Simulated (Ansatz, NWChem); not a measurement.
## Heat of formation of C2H3FO (acetyl fluoride) from total energies

C2H3FO has 7 atoms, charge 0, and is taken as a singlet. SMILES: `CC(=O)F`. The shape is that of a PBE0-D4/def2-TZVP optimisation.

Total energies at SVWN5/aug-cc-pVDZ (NWChem 7.3.0); the atoms run unrestricted:

```tsv
species	state	energy (Eh)
C2H3FO	singlet	-251.238773
C	triplet	-37.460433
O	triplet	-74.504576
F	doublet	-99.074778
H	doublet	-0.478010
```

Harmonic wavenumbers at PBE0-D4/def2-TZVP, in cm⁻¹: 127, 417, 577, 609, 862, 1009, 1066, 1219, 1396, 1458, 1466, 1940, 3075, 3146, 3195.

Measured heats of formation of the gaseous atoms at 298.15 K, in kJ/mol: C 716.9, O 249.2, F 79.4, H 218.0. Spin-orbit lowering of the atoms at 298 K (mean of the ground term's levels less their thermal mean, from spectra), in kJ/mol: C 0.02, O 0.40, F 1.29. Take 1 Eh = 2625.50 kJ/mol, 1 cm⁻¹ = 0.0119627 kJ/mol, RT = 2.479 kJ/mol.

Problem. Work out the heat of formation of the gas at 298 K.

Solution. 
1. Electronic atomisation energy: 2 × (-37.460433) + (-74.504576) + (-99.074778) + 3 × (-0.478010) − (-251.238773) = 1.304523 Eh = 3425.0 kJ/mol.
2. Zero-point energy: half the sum of the wavenumbers, 10781 cm⁻¹ = 129.0 kJ/mol.
3. Thermal vibrational enthalpy, Σ hcν̃/(exp(hcν̃/kT) − 1): 3.9 kJ/mol. Translation, rotation and pV of a non-linear molecule: 4 RT = 9.9 kJ/mol.
4. The 7 free atoms carry 5/2 RT each: 43.4 kJ/mol.
5. Spin-orbit coupling lowers the free atoms by 2 × 0.02 + 0.40 + 1.29 = 1.7 kJ/mol.
6. Atomisation enthalpy at 298 K: 3425.0 − 1.7 − 129.0 − 3.9 − 9.9 + 43.4 = 3323.9 kJ/mol.
7. Sum of the atoms' heats of formation: 2416.4 kJ/mol. Heat of formation: 2416.4 − 3323.9 = -907.5 kJ/mol.

The tabulated value is -442.1 kJ/mol (CRC Handbook of Chemistry and Physics), so this level is off by -465.4 kJ/mol, or 16.3 % of the atomisation enthalpy that the table implies (2858.4 kJ/mol). The LDA overbinds, which puts heats of formation too low. Anharmonicity and any spin-orbit splitting of the molecule are left out.
